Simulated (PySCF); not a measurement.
CF3 (SMILES F[C-](F)F), charge -1, singlet, geometry from GFN2-xTB; MP2/6-31G* run with PySCF.

PySCF was given this input:
```python
from pyscf import gto, scf, mp

mol = gto.Mole()
mol.atom = '''
    C     0.01018319   -0.00657116    0.53245374
    F    -0.01807559    1.27792011   -0.10226750
    F     1.11097537   -0.62281319   -0.14731810
    F    -1.09968858   -0.65072614   -0.10538356
'''
mol.basis = '6-31g*'
mol.charge = -1
mol.verbose = 4
mol.build()

mf = scf.RHF(mol)
mf.kernel()

pt = mp.MP2(mf)
pt.kernel()
print('E(MP2) = %.10f' % pt.e_tot)
mf.analyze()
```

It wrote (shortened):

```
PySCF version 2.14.0

[INPUT] verbose = 4
[INPUT] num. atoms = 4
[INPUT] num. electrons = 34
[INPUT] charge = -1
[INPUT] spin (= nelec alpha-beta = 2S) = 0
[INPUT] symmetry False subgroup None
[INPUT] Mole.unit = angstrom
[INPUT] Symbol           X                Y                Z      unit          X                Y                Z       unit  Magmom
[...]
nuclear repulsion = 117.974787035464
number of shells = 24
number of NR pGTOs = 108
number of NR cGTOs = 56
basis = 6-31g*
ecp = {}

******** <class 'pyscf.scf.hf.RHF'> ********
method = RHF
initial guess = minao
damping factor = 0
level_shift factor = 0
DIIS = <class 'pyscf.scf.diis.CDIIS'>
diis_start_cycle = 1
diis_space = 8
diis_damp = 0
SCF conv_tol = 1e-09
SCF conv_tol_grad = None
SCF max_cycles = 50
direct_scf = True
direct_scf_tol = 1e-13
Set gradient conv threshold to 3.16228e-05
Initial guess from minao.
init E= -335.971538156892
[...]
cycle= 1 E= -335.98279255255  delta_E= -0.0113  |g|= 0.816  |ddm|=    2
[...]
cycle= 2 E= -336.065806081172  delta_E= -0.083  |g|= 0.521  |ddm|= 0.774
[...]
cycle= 3 E= -336.109346760324  delta_E= -0.0435  |g|= 0.0515  |ddm|= 0.287
[...]
cycle= 4 E= -336.111532067083  delta_E= -0.00219  |g|= 0.0144  |ddm|= 0.143
[...]
cycle= 5 E= -336.111719144959  delta_E= -0.000187  |g|= 0.00286  |ddm|= 0.0519
[...]
cycle= 6 E= -336.111723967045  delta_E= -4.82e-06  |g|= 0.000542  |ddm|= 0.00826
[...]
cycle= 7 E= -336.111724101467  delta_E= -1.34e-07  |g|= 0.000119  |ddm|= 0.0011
[...]
cycle= 8 E= -336.111724109675  delta_E= -8.21e-09  |g|= 2.99e-05  |ddm|= 0.000196
[...]
cycle= 9 E= -336.111724110249  delta_E= -5.74e-10  |g|= 3.33e-06  |ddm|= 5.39e-05
[...]
Extra cycle  E= -336.111724110253  delta_E= -4.15e-12  |g|= 1.3e-06  |ddm|= 3.64e-06
converged SCF energy = -336.111724110253

******** <class 'pyscf.mp.mp2.RMP2'> ********
nocc = 17, nmo = 56
E(RMP2) = -336.756503154723  E_corr = -0.64477904447
E(SCS-RMP2) = -336.729756927075  E_corr = -0.618032816822147
E_corr(same-spin) = -0.179656196009831
E_corr(oppo-spin) = -0.465122848460169
E(MP2) = -336.7565031547
**** SCF Summaries ****
Total Energy =                        -336.111724110252851
Nuclear Repulsion Energy =             117.974787035463692
One-electron Energy =                 -713.984351335548354
Two-electron Energy =                  259.897840189831811
Two-electron Coulomb Energy =          295.604697862998876
DFT Exchange-Correlation Energy =      -35.706857673167065
HOMO-LUMO gap [eV] =                    19.239038028545838
**** MO energy ****
[...]
 ** Mulliken pop on meta-lowdin orthogonal AOs  **
 ** Mulliken pop  **
 ** Mulliken atomic charges  **
charge of    0C =      0.30046
charge of    1F =     -0.43349
charge of    2F =     -0.43349
charge of    3F =     -0.43349

WARN: System has nonzero charge -1; the dipole moment is origin-dependent.
Location of origin: [0. 0. 0.]

Dipole moment(X, Y, Z, Debye): -0.01876,  0.01210, -0.98066
```
